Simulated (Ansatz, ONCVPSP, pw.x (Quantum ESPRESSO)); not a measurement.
## pw.x on bcc W: one setting changed

Potential: optimised norm-conserving Vanderbilt (ONCV), ONCVPSP 4.0.1.1 (patched build), PBEsol; core [Kr] 4d10 4f14, reference 5s2 5p6 5d4 6s2; waves: 5s+6s: rc 2.10 bohr, ncon 4, nbas 8, qcut 5.7 1/bohr, 3 projectors, debl 2.7 Ha; 5p: rc 1.70 bohr, ncon 4, nbas 7, qcut 10.4 1/bohr, 3 projectors, debl 1.5 Ha; 5d: rc 2.92 bohr, ncon 5, nbas 10, qcut 5.8 1/bohr, 2 projectors, debl 3.3 Ha; local part: polynomial inside 1.52 bohr (lpopt 5, dvloc0 4 Ha); core correction: none. In the p channel the program set the typed energies aside and used -1.588, 0.250, 1.750 Ha.

The reference run (k-mesh 15³, cutoffs 90/360 Ry, Fermi–Dirac 0.01 Ry, mixing_beta 0.4, conv_thr 1e-9, no spin) gives -2.23 GPa at 15.687 Å³/atom, where all-electron LAPW gives 0.22 GPa. This run, with its own iteration cap, changes diagonalization to rmm-davidson.

```
&control
  calculation='scf', prefix='x', pseudo_dir='./', outdir='./tmp', tstress=.true., disk_io='none'
/
&system
  ibrav=0, nat=1, ntyp=1, ecutwfc=90, ecutrho=360, nbnd=15,
  occupations='smearing', smearing='fd', degauss=0.01
/
&electrons
  conv_thr=1e-09, mixing_beta=0.4, electron_maxstep=50, diagonalization='rmm-davidson'
/
ATOMIC_SPECIES
W 1.0 W.UPF
CELL_PARAMETERS angstrom
  -1.57698163 1.57698163 1.57698163
  1.57698163 -1.57698163 1.57698163
  1.57698163 1.57698163 -1.57698163
ATOMIC_POSITIONS crystal
W 0.0000 0.0000 0.0000
K_POINTS automatic
15 15 15 0 0 0
```

```bash
pw.x < W.scf.in > W.scf.out
```

**Question.** How does the run end?

**Answer.** It converges in 7 iterations; the free energy moves by +0.0 meV/atom and the pressure by -0.01 GPa. The result is that of the reference run.

```
Message from routine setup:
     using ibrav=0 with symmetry is DISCOURAGED, use correct ibrav instead
     lattice parameter (alat)  =       5.1616  a.u.
     unit-cell volume          =     105.8611 (a.u.)^3
     number of electrons       =        14.00
     number of Kohn-Sham states=           15
     kinetic-energy cutoff     =      90.0000  Ry
     charge density cutoff     =     360.0000  Ry
     scf convergence threshold =      1.0E-09
     Exchange-correlation= PBESOL
     number of k points=   120  Fermi-Dirac smearing, width (Ry)=  0.0100
     iteration #  1     ecut=    90.00 Ry     beta= 0.40
     total energy              =    -136.95195631 Ry
     estimated scf accuracy    <       0.03726031 Ry
     iteration #  2     ecut=    90.00 Ry     beta= 0.40
     total energy              =    -136.95168724 Ry
     estimated scf accuracy    <       0.00633306 Ry
     iteration #  3     ecut=    90.00 Ry     beta= 0.40
     total energy              =    -136.95246692 Ry
     estimated scf accuracy    <       0.00031920 Ry
     iteration #  4     ecut=    90.00 Ry     beta= 0.40
     total energy              =    -136.95248199 Ry
     estimated scf accuracy    <       0.00000281 Ry
     iteration #  5     ecut=    90.00 Ry     beta= 0.40
     total energy              =    -136.95248317 Ry
     estimated scf accuracy    <       0.00000020 Ry
     iteration #  6     ecut=    90.00 Ry     beta= 0.40
     total energy              =    -136.95248312 Ry
     estimated scf accuracy    <       0.00000017 Ry
     iteration #  7     ecut=    90.00 Ry     beta= 0.40
     the Fermi energy is    22.5671 ev
!    total energy              =    -136.95248315 Ry
     estimated scf accuracy    <          9.5E-10 Ry
     smearing contrib. (-TS)   =      -0.00220441 Ry
     The total energy is F=E-TS. E is the sum of the following terms:
     one-electron contribution =     -18.07986137 Ry
     hartree contribution      =      15.95577581 Ry
     xc contribution           =     -15.14924942 Ry
     ewald contribution        =    -119.67694376 Ry
     convergence has been achieved in   7 iterations
          total   stress  (Ry/bohr**3)                   (kbar)     P=      -22.44
     Message from routine punch:
     Nothing written, as per user request (disk_io='none')
```

The run took about 34 s on one core of a shared host (Neoverse-N1, 64 threads, 126 GiB, load 43).
